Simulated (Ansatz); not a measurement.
# BH3O3: ionisation energy by level of theory

An exercise on one series of results from a longer session: the logs are not shown, and one member is left open.

Method: unrestricted cation, the program's frozen cores in correlated methods; program: Ansatz 0.2.0, Gaussian basis.

Levels to be run: UKS PBE-D4/def2-TZVPP; UKS r2SCAN-D4/def2-TZVPP; UKS PBE0-D4/def2-TZVPP; UKS B3LYP-D4/def2-TZVPP; UKS wB97X-V/def2-TZVPP; UKS wB97M-V/def2-TZVPP; UKS B2PLYP/def2-TZVPP; UHF-CCSD(T)/def2-TZVPP; UHF-MP2/def2-QZVPP; extrapolation to the limit; then −ε(HOMO) from the neutral's earlier runs with LDA (SPW92), PBE-D4, revPBE-D4, BLYP-D4, r2SCAN-D4, B97M-V, PBE0-D4, B3LYP-D4, r2SCANh-D4, r2SCAN0-D4, HSE06-D4, BHLYP-D4, CAM-B3LYP-D4, LC-ωPBE, ωB97X-V, ωB97M-V.

## The relaxed structure

The geometry comes from an earlier relaxation with PBE0-D4 in a triple-zeta def2 set; it is a stationary point, not always the lowest conformer.

7 atoms, charge 0, spin multiplicity 1.

Atoms are counted from 1 here; the program's logs count them from 0.

Bond lengths: O1–B2 1.367 Å, O1–H5 0.957 Å, B2–O3 1.360 Å, B2–O4 1.376 Å, O3–H6 0.959 Å, O4–H7 0.957 Å. Angles: B2–O1–H5 115.3°, O1–B2–O3 116.5°, O1–B2–O4 125.2°, O3–B2–O4 118.3°, B2–O3–H6 111.6°, B2–O4–H7 115.8°.

The first run:

The input, in.yaml:

```yaml
crystal:
  periodic: [false, false, false]
  atoms:
    - {symbol: O, position_ang: [-1.109677, 0.802563, 0.321870]}
    - {symbol: B, position_ang: [-0.012210, -0.006765, 0.228678]}
    - {symbol: O, position_ang: [0.501182, -0.469281, 1.400087]}
    - {symbol: O, position_ang: [0.600707, -0.381269, -0.945383]}
    - {symbol: H, position_ang: [-1.457362, 1.118645, -0.511461]}
    - {symbol: H, position_ang: [1.266840, -1.028219, 1.254513]}
    - {symbol: H, position_ang: [0.210520, -0.035674, -1.748293]}
basis:
  gaussian: {orbitals: def2-TZVPP}
total_charge: 1
magnetization: {spin_polarized: true, initial_magnetization: 1}
hamiltonian: {xc: pbe, dispersion: d4}
```

Among the steps run: Cation, UKS PBE-D4/def2-TZVPP; Cation, UKS r2SCAN-D4/def2-TZVPP; Cation, UKS PBE0-D4/def2-TZVPP; Cation, UKS B3LYP-D4/def2-TZVPP; Cation, UKS wB97X-V/def2-TZVPP; Cation, UKS wB97M-V/def2-TZVPP; Cation, UKS B2PLYP (frozen core)/def2-TZVPP; Cation, UHF-CCSD(T)/def2-TZVPP; Cation, UHF-MP2/def2-QZVPP.

One of the session's tables, all rows but one given; the rest of the session is left out.

Orbital estimates, from the neutral's runs:

```
  functional  −ε(HOMO) (eV)
 LDA (SPW92)              ?
      PBE-D4           7.44
   revPBE-D4           7.36
     BLYP-D4           7.35
   r2SCAN-D4           7.83
      B97M-V           7.91
     PBE0-D4           9.19
    B3LYP-D4           8.91
  r2SCANh-D4           8.49
  r2SCAN0-D4           9.48
    HSE06-D4           8.78
    BHLYP-D4          10.89
CAM-B3LYP-D4          10.72
     LC-ωPBE          12.11
     ωB97X-V          11.74
     ωB97M-V          11.67
```

**Question.** Estimate the row for LDA (SPW92).

The run gave: −ε(HOMO) (eV): 7.64. In the column «−ε(HOMO) (eV)» it lies between PBE-D4 (7.44) and r2SCAN-D4 (7.83).
